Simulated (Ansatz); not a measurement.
# SiHS2−: an energy map over two coordinates

Aim: map the energy of HS2Si, SMILES S=[SiH][S-], charge −1 over two coordinates, and find its wells, ridges and stiffness.

Program: Ansatz 0.2.0. Level of theory: RKS PBE0-D4/def2-TZVPD. These are calculated values, not measurements.

### 1 Starting geometry

SMILES `S=[SiH][S-]`, 4 atoms, charge -1, spin multiplicity 1.

Atoms are counted from 1 here; the program's logs count them from 0.

Bond lengths: S1–Si2 2.029 Å, Si2–S3 2.029 Å, Si2–H4 1.518 Å. Angles: S1–Si2–S3 133.5°, S1–Si2–H4 113.3°, S3–Si2–H4 113.3°.

As a file:

```xyz
4

S    -1.84572   -0.82186    0.05295
Si    0.00045    0.01841   -0.01076
S     1.82794   -0.57451    0.64274
H     0.01733    1.37797   -0.68494
```

### 3 Setting up the map

First coordinate, umbrella angle at Si2 (between each of its bonds and their common axis; 90 is planar): 9 values from 66 to 114 °. Second coordinate, change of the bonds Si2–S1, Si2–S3, Si2–H4, all alike: 9 values from −0.201 to 0.311 Å.

Nothing else is relaxed (all other coordinates rigid). Energies count from the relaxed molecule at the same level. Points are written as (first, second).

(The set-up runs are not shown.)

### 4 Point (90°, −0.009 Å)

Contents of input.yaml:

```yaml
crystal:
  periodic: [false, false, false]
  atoms:
    - { symbol: S, position_ang: [-1.806707, -0.805107, 0.051498] }
    - { symbol: Si, position_ang: [0.000204, 0.01501, -0.007571] }
    - { symbol: S, position_ang: [1.789544, -0.563065, 0.6289] }
    - { symbol: H, position_ang: [0.016999, 1.351281, -0.672307] }
total_charge: -1
basis:
  gaussian: { orbitals: def2-TZVPD }
hamiltonian:
  xc: pbe0
  dispersion: d4
output:
  forces: true
```

The run is started by

```bash
$ ansatz run input.yaml --threads 1 --pin off --max-ram 2560MiB --backend cpu --events-out ev --progress --plain --runs-dir out
```

Further runs follow: all other points of the grid.

Before running it: what results should come out? Wanted: lowest point; highest computed point; largest force on an atom.

As calculated:

| quantity | value |
| --- | --- |
| lowest point | (90°, −0.009 Å), 0.07 kcal/mol |
| highest computed point | (66°, −0.201 Å), 94 kcal/mol above the lowest |
| largest force on an atom (eV/Å) | 0.2 at (90°, −0.009 Å) to 9.9 at (66°, −0.201 Å); 0.2 at the lowest point |
| time for the whole task | 4.6 min on 1 thread, shared host |

In words: The lowest computed point is at (90°, −0.009 Å), 0.07 kcal/mol from the relaxed molecule at the same level. The grid is coarse, so the true minimum lies between grid points and may sit elsewhere than the lowest one. No other kind of well shows on this grid. The highest computed point, (66°, −0.201 Å), lies 94 kcal/mol above the lowest. Round the minimum the two coordinates are nearly uncoupled.
